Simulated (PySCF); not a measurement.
Gas-phase reaction: 2 Al(CH₃)₃ + Cl₂ = 2 Al(CH₃)₂Cl + 3 H + C₂H₃ (vinyl)

Energies from PySCF, thermal terms from the rigid-rotor harmonic-oscillator model, ideal gas at 1 bar. † marks an energy on the PBE0/def2-TZVP geometry and frequencies; other levels use their own. 6-31G* has spherical d functions here. Open shells (unrestricted): H (multiplicity 2), C₂H₃ (vinyl) (multiplicity 2); the rest are closed-shell singlets. B3LYP is the form with VWN-RPA correlation. Methyl groups turn as free rotors in Al(CH₃)₃, Al(CH₃)₂Cl. Al(CH₃)₂Cl: computed as isolated molecules; such fragments, hydroxides, amides, oligomers or adducts are transient or little studied in the gas. The harmonic model lacks anharmonicity and excited electronic states, which grow with temperature; levels with a mode under 35 cm⁻¹ are left out.

```json
[
 {"level": "B3LYP/6-31G*", "ΔE electronic, kJ": "616", "ΔH°(298 K), kJ": "549", "ΔS°(298 K), J/K": "350", "ΔG°(1600 K), kJ": "-55"},
 {"level": "BLYP/def2-TZVP†", "ΔE electronic, kJ": "616", "ΔH°(298 K), kJ": "550", "ΔS°(298 K), J/K": "350", "ΔG°(1600 K), kJ": "-52"},
 {"level": "PBE/def2-SVP", "ΔE electronic, kJ": "596", "ΔH°(298 K), kJ": "533", "ΔS°(298 K), J/K": "348", "ΔG°(1600 K), kJ": "-66"},
 {"level": "PBE0/def2-QZVP†", "ΔE electronic, kJ": "619", "ΔH°(298 K), kJ": "553", "ΔS°(298 K), J/K": "350", "ΔG°(1600 K), kJ": "-49"},
 {"level": "r2SCAN/def2-TZVP†", "ΔE electronic, kJ": "601", "ΔH°(298 K), kJ": "536", "ΔS°(298 K), J/K": "350", "ΔG°(1600 K), kJ": "-66"},
 {"level": "LDA/def2-TZVP†", "ΔE electronic, kJ": "734", "ΔH°(298 K), kJ": "669", "ΔS°(298 K), J/K": "350", "ΔG°(1600 K), kJ": "66"}
]
```
ΔH° is lowest at PBE/def2-SVP and highest at LDA/def2-TZVP†. No reference value is set beside these.
